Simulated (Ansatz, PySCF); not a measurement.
Dissociation curve of CH, doublet. Each curve is given relative to its own lowest point near equilibrium.

| R / Å | A | B | C | D |
|---|---|---|---|---|
| 0.90 | 29.9 | 26.8 | 27.5 | 31.1 |
| 0.95 | 16.8 | 14.4 | 15.1 | 17.5 |
| 1.02 | 5.8 | 4.4 | 4.9 | 6.1 |
| 1.05 | 3.1 | 2.1 | 2.5 | 3.2 |
| 1.09 | 0.9 | 0.4 | 0.6 | 0.9 |
| 1.13 | 0.0 | 0.0 | 0.0 | 0.0 |
| 1.16 | 0.1 | 0.4 | 0.2 | 0.0 |
| 1.21 | 1.2 | 1.9 | 1.6 | 1.2 |
| 1.25 | 2.9 | 3.9 | 3.4 | 2.8 |
| 1.29 | 5.1 | 6.3 | 5.7 | 5.0 |
| 1.36 | 9.8 | 11.4 | 10.5 | 9.6 |
| 1.53 | 23.6 | 26.1 | 24.5 | 23.0 |
| 1.69 | 37.4 | 40.5 | 38.2 | 35.6 |
| 1.89 | 53.3 | 56.2 | 54.0 | 49.1 |
| 2.01 | 60.8 | 63.2 | 61.4 | 55.6 |
| 2.24 | 70.5 | 71.7 | 71.0 | — |
| 2.53 | 76.7 | 76.8 | 77.3 | — |
| 2.76 | 79.2 | 78.6 | 79.9 | — |
| 3.04 | 80.7 | 80.7 | 81.6 | — |
| 3.38 | 81.7 | 80.7 | 82.5 | — |
| 3.89 | 82.2 | 80.6 | 83.1 | — |
| 4.49 | 82.4 | — | 83.3 | — |

Energies in kcal/mol.

### Question
Assign the columns to these levels of theory: CCSDTQ on ROHF/cc-pVDZ, frozen core (Ansatz, a quantum-chemistry and plane-wave program); unrestricted B3LYP/cc-pVDZ in Ansatz; PySCF 2.14.0 with unrestricted B3LYP/6-31G*, spherical d; unrestricted M06-2X/6-31G*, spherical d (PySCF 2.14.0).

### Answer
A is UKS-B3LYP; B is UKS-M06-2X/6-31G*; C is UKS-B3LYP/6-31G*; D is ROCCSDTQ.

A dash means that the run gave no value there, or that the column was ended at a point which the program doubted or which failed a test of continuity chosen for this set; such a test can also cut sound points.

The unrestricted determinant behind UKS-B3LYP/6-31G*, UKS-B3LYP is spin-contaminated at 0.90, 1.89 to 4.49 Å (<S²> up to 1.8, against 0.75 for a pure doublet). The T1 diagnostic of CCSD on the restricted reference of ROCCSDTQ exceeds 0.045 at 2.01 to 2.24 Å. The unrestricted determinant behind UKS-M06-2X/6-31G* is spin-contaminated at 1.89 to 4.49 Å (<S²> up to 1.8, against 0.75 for a pure doublet).
